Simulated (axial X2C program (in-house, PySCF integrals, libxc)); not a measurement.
**Bond lengths and stretching modes, held linear, of FBF⁺**

Calculated with an axial X2C code built on PySCF integrals: two-component X2C with atomic mean-field Coulomb and Gaunt terms, Gaussian nuclei, basis F dyall-av3z, B dyall-v3z with contracted cores. Spin-free rows use the one-electron spin-free X2C Hamiltonian.

Masses F 18.998, B 11.009, F 18.998 u. States: 2c Ω = 0 (all partner blocks equally filled); spin-free M_S = 0, Λ = 0 (closed shell).

BHandHLYP, spin-free: energies above the lowest point

```
r(F–B) (Å)  r(B–F) (Å)  E (meV)
    1.1963      1.1963    25.61
    1.1963      1.2270    10.86
    1.1963      1.2577    62.46
    1.2270      1.1963    10.86
    1.2270      1.2270     0.00
    1.2270      1.2577    55.28
    1.2270      1.2884   164.56
    1.2577      1.1963    62.46
    1.2577      1.2270    55.28
    1.2577      1.2577   114.04
    1.2884      1.2270   164.56
    1.2884      1.2884   342.25
```

**Question.** Fit a quadratic surface with cubic terms in each bond: where is the minimum, and what are the two stretching wavenumbers?

**Answer.** At BHandHLYP, spin-free: bonds 1.217 and 1.217 Å; harmonic stretches 1056.8 and 2121.8 cm⁻¹; force constants 11.9, 11.9 and coupling 0.59 mdyn/Å.

The other levels and Hamiltonians give:

```tsv
Hamiltonian	level	r(F–B) (Å)	r(B–F) (Å)	lower stretch (cm⁻¹)	upper stretch (cm⁻¹)
2c	PBE0	1.226	1.226	1032.9	2080.2
2c	HF	1.211	1.211	1080.1	2167.1
2c	BHandHLYP	1.217	1.217	1056.9	2121.9
2c	MP2	1.233	1.233	1020.5	2058.9
spin-free	PBE0	1.226	1.226	1032.8	2080.1
spin-free	HF	1.211	1.211	1079.9	2166.9
spin-free	MP2	1.233	1.233	1020.4	2058.8
```

Each state is one determinant, the lowest of a limited PBE0 search; the stretches come from a fit to these few points and carry an uncertainty of a few per cent. Other orders of the atoms were not compared. MP2 freezes inner shells (threshold -2 hartree). The molecule was held linear; bending was not examined, so a bent shape may lie lower.
